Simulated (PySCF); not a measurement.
Simulated C 1s region for `FC(F)([N+]#[C-])F`, binding energy against the vacuum level.

Every computed line was given a Gaussian of 0.6 eV full width at half maximum and an area set by the number of equivalent atoms; the highest printed point is 100. Level of theory: delta-SCF UKS SCAN, pcX-2 on the ionised atom, pcseg-1 elsewhere, spin-free X2C in PySCF.

```json
{"binding energy (eV)": "293.4", "intensity": "0"}
{"binding energy (eV)": "293.6", "intensity": "3"}
{"binding energy (eV)": "293.8", "intensity": "17"}
{"binding energy (eV)": "294.0", "intensity": "56"}
{"binding energy (eV)": "294.2", "intensity": "100"}
{"binding energy (eV)": "294.4", "intensity": "96"}
{"binding energy (eV)": "294.6", "intensity": "49"}
{"binding energy (eV)": "294.8", "intensity": "14"}
{"binding energy (eV)": "295.0", "intensity": "2"}
{"binding energy (eV)": "295.2", "intensity": "0"}
{"binding energy (eV)": "295.4", "intensity": "0"}
{"binding energy (eV)": "295.6", "intensity": "0"}
{"binding energy (eV)": "295.8", "intensity": "0"}
{"binding energy (eV)": "296.0", "intensity": "0"}
{"binding energy (eV)": "296.2", "intensity": "0"}
{"binding energy (eV)": "296.4", "intensity": "0"}
{"binding energy (eV)": "296.6", "intensity": "0"}
{"binding energy (eV)": "296.8", "intensity": "0"}
{"binding energy (eV)": "297.0", "intensity": "0"}
{"binding energy (eV)": "297.2", "intensity": "0"}
{"binding energy (eV)": "297.4", "intensity": "0"}
{"binding energy (eV)": "297.6", "intensity": "0"}
{"binding energy (eV)": "297.8", "intensity": "0"}
{"binding energy (eV)": "298.0", "intensity": "0"}
{"binding energy (eV)": "298.2", "intensity": "0"}
{"binding energy (eV)": "298.4", "intensity": "0"}
{"binding energy (eV)": "298.6", "intensity": "0"}
{"binding energy (eV)": "298.8", "intensity": "0"}
{"binding energy (eV)": "299.0", "intensity": "0"}
{"binding energy (eV)": "299.2", "intensity": "0"}
{"binding energy (eV)": "299.4", "intensity": "0"}
{"binding energy (eV)": "299.6", "intensity": "0"}
{"binding energy (eV)": "299.8", "intensity": "0"}
{"binding energy (eV)": "300.0", "intensity": "0"}
{"binding energy (eV)": "300.2", "intensity": "0"}
{"binding energy (eV)": "300.4", "intensity": "2"}
{"binding energy (eV)": "300.6", "intensity": "15"}
{"binding energy (eV)": "300.8", "intensity": "52"}
{"binding energy (eV)": "301.0", "intensity": "97"}
{"binding energy (eV)": "301.2", "intensity": "99"}
{"binding energy (eV)": "301.4", "intensity": "54"}
{"binding energy (eV)": "301.6", "intensity": "16"}
{"binding energy (eV)": "301.8", "intensity": "3"}
{"binding energy (eV)": "302.0", "intensity": "0"}
```

Question: How many maxima does the curve show, and how many computed lines lie under it?

Answer: The curve has 2 maxima (at 294.3 and 301.1 eV). Under it lie 2 lines from 2 inequivalent carbon sites.

Question: Decompose the envelope and assign each component. Numbering: `[C-:1]#[N+:2][C:3]([F:4])([F:5])[F:6]`.

Answer: 
```tsv
position (eV)	relative area	line	atoms	environment
294.29	1	C 1s	C1	isocyanide carbon
301.11	1	C 1s	C3	CF3 carbon
```

Question: Above which line width would these two lines show one maximum?

Answer: Two equal Gaussians merge once their distance is under 2σ = FWHM/1.177. With 6.82 eV between them that is a full width over 8.03 eV.

Lowest listed C 1s: C1, bonded to N (triple bond). Highest, 6.82 eV above it: C3, bonded to 3 F and N. Summing the Pauling electronegativity differences to the bonded atoms, each weighted by its formal bond order, gives +1.47 for the lowest site and +4.78 for the highest.

No satellites, vibrations or lifetime broadening are included. The unrestricted hole states depart most from a pure doublet (⟨S²⟩ = 0.75; over 0.85 named) for C 1s of C1 (0.89), which makes this value less certain. Geometry: PBE0-D3(BJ)/def2-SVP; no solvent, vibrations or thermal averaging.

The run took 11 s of wall time on one thread of an x86-64 server, shared host.
